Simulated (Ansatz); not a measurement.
C₃H₈S₂ (`CCSCS`). Charge 0, multiplicity 1. All single points use the PBE0-D4/def2-TZVP geometry. It is one conformer, not always the lowest.

```xyz
13

C    -0.315   -1.765   -0.195
C     0.705   -0.824   -0.806
S     0.132    0.877   -1.034
C     0.141    1.455    0.673
S    -0.525    3.123    0.785
H    -1.223   -1.797   -0.799
H    -0.595   -1.458    0.815
H     0.091   -2.779   -0.128
H     0.976   -1.152   -1.812
H     1.631   -0.804   -0.224
H    -0.422    0.781    1.319
H     1.165    1.526    1.046
H    -1.761    2.816    0.359
```

What is the dipole moment at r2SCAN/def2-TZVPP? (Best estimate.)

Ansatz gave: 2.48 D, with components (0.16, -2.33, 0.83) D in this frame, pointing from negative to positive charge.

And with PBE, B3LYP, ωB97M-V? (An estimate is asked.)

Computed: PBE 2.34 D, B3LYP 2.36 D, ωB97M-V 2.36 D.

Give the Mulliken charges with r2SCAN, PBE, B3LYP in def2-TZVPP. (An estimate is asked.)

The calculation gave: 
```json
{"atom": "C1", "r2SCAN": "-0.13", "PBE": "-0.23", "B3LYP": "-0.23"}
{"atom": "C2", "r2SCAN": "-0.03", "PBE": "-0.12", "B3LYP": "-0.13"}
{"atom": "S3", "r2SCAN": "-0.12", "PBE": "-0.12", "B3LYP": "-0.10"}
{"atom": "C4", "r2SCAN": "-0.07", "PBE": "-0.14", "B3LYP": "-0.16"}
{"atom": "S5", "r2SCAN": "-0.17", "PBE": "-0.18", "B3LYP": "-0.16"}
{"atom": "H6", "r2SCAN": "0.05", "PBE": "0.09", "B3LYP": "0.09"}
{"atom": "H7", "r2SCAN": "0.04", "PBE": "0.07", "B3LYP": "0.07"}
{"atom": "H8", "r2SCAN": "0.04", "PBE": "0.08", "B3LYP": "0.08"}
{"atom": "H9", "r2SCAN": "0.06", "PBE": "0.10", "B3LYP": "0.10"}
{"atom": "H10", "r2SCAN": "0.05", "PBE": "0.09", "B3LYP": "0.09"}
{"atom": "H11", "r2SCAN": "0.09", "PBE": "0.12", "B3LYP": "0.12"}
{"atom": "H12", "r2SCAN": "0.09", "PBE": "0.13", "B3LYP": "0.12"}
{"atom": "H13", "r2SCAN": "0.09", "PBE": "0.11", "B3LYP": "0.10"}
```

B3LYP here is the variant with VWN-RPA as its local correlation; programs differ in this.
